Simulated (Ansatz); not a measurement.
Reaction (atomization): `N#CC(F)F` → 2 C• + 2 F• + H• + N•

Isolated molecules relaxed with PBE0-D4/def2-TZVP in Ansatz; ΔE leaves out vibrations. CCSD(T)/CBS adds triple-zeta CCSD(T) − MP2 to the extrapolated MP2 energy (def2 sets, frozen cores). This one scheme is used for every species, atoms too. DFT in def2-TZVPP. Open shells (•) are unrestricted, without spin–orbit coupling. Spin–orbit coupling would lower the free atoms: a little for C, F.

`N#CC(F)F`:

Cartesian coordinates in Å:
```
N 1.253 1.705 0.412
C 0.582 0.799 0.197
C -0.238 -0.383 -0.127
F -1.472 0.008 -0.489
F -0.336 -1.176 0.955
H 0.211 -0.953 -0.947
```

CCSD(T)/CBS gives +2604.4 kJ/mol.

Problem. Another level gave +2444.9 kJ/mol. Which?
A. PBE/def2-TZVPP
B. B97M-V/def2-TZVPP
C. BHLYP-D4/def2-TZVPP
D. BLYP-D4/def2-TZVPP

Solution. C. BHLYP-D4 2444.9, BLYP-D4 2664.4, PBE 2753.2, B97M-V 2606.2 kJ/mol.

Problem. What do rigid-rotor, harmonic-oscillator terms from PBE0-D4/def2-TZVP frequencies (298.15 K, 1 bar) make of the CCSD(T)/CBS value? (Best estimate.)

Solution. Ansatz gave: ΔZPE = -81.9 kJ/mol, ΔH = +2545.3 kJ/mol, ΔS = 613 J/(mol·K), ΔG = +2362.7 kJ/mol. Open shells count their whole term as degenerate.

Largest T1 diagnostic among the species: 0.013.

From r2SCAN to r2SCAN0 (25 % exact exchange), in def2-TZVPP and without D4, ΔE moves by −99.6 kJ/mol: exact exchange takes away binding that semilocal exchange gives to molecules. In def2-TZVPP, CCSD(T) changes the Hartree–Fock value by +832.7 kJ/mol (the triples alone add +69.2 kJ/mol) and MP2 by +960.3 kJ/mol; breaking electron pairs costs correlation energy, which Hartree–Fock lacks.

For atomizations the MP2-based limit and the directly extrapolated one differ by several kJ/mol either way, and by 10 to 25 for some Ge, Se and Sn compounds, so smaller differences from it don't rank the levels.
